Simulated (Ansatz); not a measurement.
One starting cell of C (a generated trial cell of C in the diamond structure type) was relaxed twice with Ansatz (plane waves, PAW, scalar-relativistic): with r2SCAN at 500 eV and with PBE at 420 eV. The r2SCAN result:

```
CELL_PARAMETERS angstrom
      0.00000     1.78013     1.78013
      1.78013     0.00000     1.78013
      1.78013     1.78013     0.00000
ATOMIC_POSITIONS crystal
  C  0.50000 0.50000 0.50000
  C  0.75000 0.75000 0.75000
```

```json
[
 {"quantity": "space group", "r2SCAN": "Fd-3m", "PBE": "Fd-3m"},
 {"quantity": "volume (Å³/atom)", "r2SCAN": "5.64", "PBE": "5.70"},
 {"quantity": "a (Å)", "r2SCAN": "3.560", "PBE": "3.572"},
 {"quantity": "gap (eV, no spin-orbit coupling)", "r2SCAN": "4.36", "PBE": "4.13"},
 {"quantity": "highest phonon at the sampled q (cm⁻¹)", "r2SCAN": "1323", "PBE": "1289"},
 {"quantity": "softest mode (cm⁻¹)", "r2SCAN": "no imaginary mode", "PBE": "no imaginary mode"},
 {"quantity": "pressure at 115 % of the level's own volume (GPa)", "r2SCAN": "-48.5", "PBE": "-46.5"}
]
```

Both levels end in the same structure; PBE's volume is 1.0 % larger; its gap is 0.23 eV smaller. Neither column is exact.

No spin polarisation in the result.

Measured for C: a 3.553 Å (static lattice; corrected from measurement; as listed in Daniel Mejia-Rodriguez, S. B. Trickey, Phys. Rev. B (2018)); gap 5.85 eV (static lattice; corrected from measurement; as listed in Wei Chen et al., Physical Review Materials (2018)). Computed minus measured — a: r2SCAN +0.2 %, PBE +0.5 %; gap: r2SCAN -1.49 eV, PBE -1.72 eV. The computed values are for a static lattice, and a measured gap can be an optical one, lowered by exciton binding.

The run could not lose the symmetry of its start.

All atoms sit on sites fixed by symmetry, so only the cell could relax.

Ansatz is a program for electronic structure.
